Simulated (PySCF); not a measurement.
Molecule: SMILES C=CCCCF, C5H9F.

Cartesian coordinates in Å; atom numbers follow the order of the lines, from 1:
```xyz
15

C     2.663   -0.227   -0.031
C     1.442   -0.453    0.457
C     0.232    0.385    0.196
C    -0.900   -0.393   -0.471
C    -2.167    0.416   -0.610
F    -2.629    0.794    0.630
H     2.867    0.631   -0.679
H     3.503   -0.886    0.203
H     1.285   -1.329    1.101
H     0.505    1.255   -0.424
H    -0.152    0.786    1.150
H    -0.590   -0.737   -1.472
H    -1.125   -1.301    0.115
H    -2.958   -0.169   -1.111
H    -1.989    1.333   -1.201
```

Geometry PBE0-D3(BJ)/def2-SVP throughout; GIAO in PySCF 2.14, gas phase, one conformer, non-relativistic; equivalent atoms averaged; basis pcSseg-1.

For orientation, BLYP gives these shifts δ (against TMS, CFCl3 at the same level): C2 148.4, C1 119.4, C5 88.3, C4 38.1, F6 -257.8, H9 5.93, H7 5.21, H14/H15 4.63, H10/H11 2.19 ppm.

A run gave: C2 147.3, C1 120.3, C5 87.0, C4 36.4, F6 -263.6, H9 6.00, H7 5.33, H14/H15 4.62, H10/H11 2.21 ppm (shifts δ (against TMS, CFCl3 at the same level)).

Q: Which functional was used in that run?
A. mPW1PW91
B. BP86
C. KT3
D. BHandHLYP

A: B. F6 tells them apart best: BP86 gives -263.6, BHandHLYP gives -227.9, KT3 gives -252.9, mPW1PW91 gives -244.2 ppm.
